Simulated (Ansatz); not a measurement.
# SiO: one species, many methods

The task here is to estimate one member of a computed series from the others.

The runs use Ansatz 0.2.0, Gaussian basis; functionals in def2-TZVPP, the program's frozen cores in correlated methods.

Levels to be run: LDA (SPW92), PBE-D4, revPBE-D4, BLYP-D4, r2SCAN-D4, B97M-V, PBE0-D4, B3LYP-D4, r2SCANh-D4, r2SCAN0-D4, HSE06-D4, BHLYP-D4, CAM-B3LYP-D4, LC-ωPBE, ωB97X-V, ωB97M-V, B2PLYP, PBE-QIDH; CCSD(T)/def2-SVP; CCSD(T)/def2-TZVPP; CCSD(T)/def2-QZVPP; extrapolation to the limit; RPA on PBE.

## The relaxed structure

All runs share one geometry, relaxed beforehand with PBE0-D4 in a triple-zeta def2 set.

SMILES `O=[Si]`, 2 atoms, charge 0, spin multiplicity 1.

Atoms are counted from 1 here; the program's logs count them from 0.

Bond lengths: O1–Si2 1.509 Å.

The first run:

Input file in.yaml:

```yaml
crystal:
  periodic: [false, false, false]
  atoms:
    - {symbol: O, position_ang: [-0.640717, 0.231481, -0.324010]}
    - {symbol: Si, position_ang: [0.640717, -0.231481, 0.324010]}
basis:
  gaussian: {orbitals: def2-TZVPP}
hamiltonian: {xc: lda}
output: {orbitals: {seedname: orbitals}}
```

Started as:

```console
ansatz run in.yaml --threads 2 --pin off --events-out ev --progress --plain --max-ram 32768MiB --backend cpu
```

Steps of the session up to this table: LDA; PBE-D4 (GGA); revPBE-D4 (GGA); BLYP-D4 (GGA); r2SCAN-D4 (meta-GGA); B97M-V (meta-GGA); B3LYP-D4 (hybrid); r2SCANh-D4 (hybrid); r2SCAN0-D4 (hybrid); HSE06-D4 (hybrid); BHLYP-D4 (hybrid); CAM-B3LYP-D4 (range-separated); LC-ωPBE (range-separated); ωB97X-V (range-separated); ωB97M-V (range-separated); B2PLYP (double hybrid); PBE-QIDH (double hybrid).

One table of the session follows, with a row left open; its other results are not shown here.

It belongs to the step «Frontier levels by functional». 

| functional | HOMO (eV) | LUMO (eV) | gap (eV) |
| --- | --- | --- | --- |
| LDA (SPW92) | ? | ? | ? |
| PBE-D4 | -7.40 | -2.77 | 4.63 |
| revPBE-D4 | -7.35 | -2.72 | 4.63 |
| BLYP-D4 | -7.28 | -2.64 | 4.63 |
| r2SCAN-D4 | -7.70 | -2.64 | 5.06 |
| B97M-V | -7.76 | -2.59 | 5.17 |
| PBE0-D4 | -8.78 | -1.94 | 6.84 |
| B3LYP-D4 | -8.55 | -2.14 | 6.41 |
| r2SCANh-D4 | -8.21 | -2.32 | 5.89 |
| r2SCAN0-D4 | -8.97 | -1.85 | 7.12 |
| HSE06-D4 | -8.37 | -2.32 | 6.05 |
| BHLYP-D4 | -10.02 | -1.04 | 8.98 |
| CAM-B3LYP-D4 | -10.18 | -0.84 | 9.34 |
| LC-ωPBE | -11.51 | 0.27 | 11.78 |
| ωB97X-V | -11.17 | 0.20 | 11.36 |
| ωB97M-V | -11.01 | 0.12 | 11.12 |

Q: Estimate the row for LDA (SPW92) from the others.

As computed: HOMO (eV): -7.54; LUMO (eV): -2.91; gap (eV): 4.62. In the column «HOMO (eV)» it lies between r2SCAN-D4 (-7.70) and PBE-D4 (-7.40).
